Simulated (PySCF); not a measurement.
BN: frontier orbitals

PBEsol at R = 1.324 Å; B 6-31G(d,p), N 6-31G(d,p); no relativity (PySCF 2.14). State: ³Π (triplet), unpaired electrons σ ↑, π ↑. Only the outer orbitals are listed, counted within each symmetry.

```
spin  orbital  occ.  ε (eV)  on B (%)         main shells (%)
   α       3σ     1  -20.68        24  70 N s, 13 B s, 10 B p
   α       4σ     1   -9.52        45  41 B s, 38 N p, 17 N s
   α       1π     1   -8.76        29          71 N p, 28 B p
   α       1π     1   -7.59        34          66 N p, 34 B p
   α       5σ     1   -7.26        67  38 B p, 29 B s, 28 N p
   α       2π     0   -1.73        74          73 B p, 26 N p
   α       2π     0   -1.01        69          68 B p, 31 N p
   β       3σ     1  -19.32        26  69 N s, 14 B s, 10 B p
   β       4σ     1   -8.21        25  54 N p, 23 B s, 21 N s
   β       1π     1   -6.95        31          69 N p, 30 B p
   β       1π     0   -6.49        32          68 N p, 31 B p
   β       5σ     0   -4.63        88  55 B s, 33 B p, 12 N p
   β       2π     0    0.10        72          72 B p, 28 N p
```

Q: Which are the highest filled and the lowest empty level, where do they sit, and how wide is the gap?

A: Highest filled β 1π at -6.95 eV (in %: 69 N p, 30 B p); lowest empty β 1π at -6.49 eV (in %: 68 N p, 31 B p); the gap at PBEsol is 0.46 eV. Both belong to one degenerate shell, split only by its one-sided filling, so this is no excitation gap.

* bond order (Mayer): 2.29
* ⟨S²⟩: 2.003
* charge on B (Mulliken, basis-dependent): 0.20
* charge on B (Löwdin, basis-dependent): 0.00
* dipole moment (positive dipole means B(−)N(+)): -1.66 D

The state is the lowest determinant that a PBE0 search found; another state may lie lower at other levels.
